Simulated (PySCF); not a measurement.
water (H2O), SMILES O. Atoms are numbered in the order given.

```xyz
3

O      0.0000     0.0000    -0.1180
H      0.0000    -0.7639     0.4721
H      0.0000     0.7639     0.4721
```

Geometry optimised at TPSSh-D3(BJ)/def2-TZVPD.

All values below come from PySCF with HF/def2-TZVPD.

Symmetry labels are those of the subgroup C2v that the program uses (full group C2v).

**Question.** List the valence orbital energies around the gap with their symmetry. (The exact figures need the calculation; the answer reports its results.)

**Answer.** 
```
orbital  symmetry  energy (eV)
-------  --------  -----------
HOMO−4         A1      -559.66
HOMO−3         A1       -36.70
HOMO−2         B2       -19.42
HOMO−1         A1       -15.87
HOMO           B1       -13.87
LUMO           A1         1.96
LUMO+1         B2         2.80
LUMO+2         B1         3.54
LUMO+3         A1         3.61
```
